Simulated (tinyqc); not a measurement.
Inside a calculation. Method: coupled-perturbed Hartree-Fock on RHF in the sto-6g basis, for HF, spin multiplicity 1. One step of it, computed by the program tinyqc.

Task: Orthogonalisation. S = U s U^T; symmetric (Loewdin) form X = U s^(-1/2) U^T, so that X^T S X = 1.

overlap S:
```
           1F 1s     1F 2s    1F 2px    1F 2py    1F 2pz     2H 1s
1F 1s   1.000000  0.232479  0.000000  0.000000  0.000000  0.047811
1F 2s   0.232479  1.000000  0.000000  0.000000  0.000000  0.435156
1F 2px  0.000000  0.000000  1.000000  0.000000  0.000000  0.000000
1F 2py  0.000000  0.000000  0.000000  1.000000  0.000000  0.000000
1F 2pz  0.000000  0.000000  0.000000  0.000000  1.000000  0.339417
2H 1s   0.047811  0.435156  0.000000  0.000000  0.339417  1.000000
```

Give: eigenvalues of S; X.

Result:

eigenvalues of S: 0.430  0.849  1.000  1.000  1.121  1.600

X:
```
         1F 1s   1F 2s  1F 2px  1F 2py  1F 2pz   2H 1s
1F 1s    1.022  -0.129   0.000   0.000  -0.007   0.020
1F 2s   -0.129   1.117   0.000   0.000   0.074  -0.278
1F 2px   0.000   0.000   1.000   0.000   0.000   0.000
1F 2py   0.000   0.000   0.000   1.000   0.000   0.000
1F 2pz  -0.007   0.074   0.000   0.000   1.056  -0.213
2H 1s    0.020  -0.278   0.000   0.000  -0.213   1.150
```
